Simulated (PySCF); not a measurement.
## N: ionisation energy

N [He] 2s2 2p3 (4S) → N⁺ [He] 2s2 2p2 (3P), as a difference of total energies. All numbers are calculated (PySCF 2.14, no relativity, point nucleus, in cc-pVTZ (4s3p2d1f, 30 functions)). Correlated levels: valence: 1s2 frozen. The calculations carry no spin-orbit coupling.

**Question.** Order these methods by the ionisation energy they give, lowest first.
A. MP2 (valence)
B. UHF
C. r2SCAN
D. B3LYP

**Answer.** B (13.892 eV), A (14.556 eV), D (14.638 eV), C (14.797 eV).

Errors of the correlated levels include the incompleteness of this basis and the frozen core.

For comparison: 14.545 eV (measured; NIST levels, between the centres of gravity of the two terms).
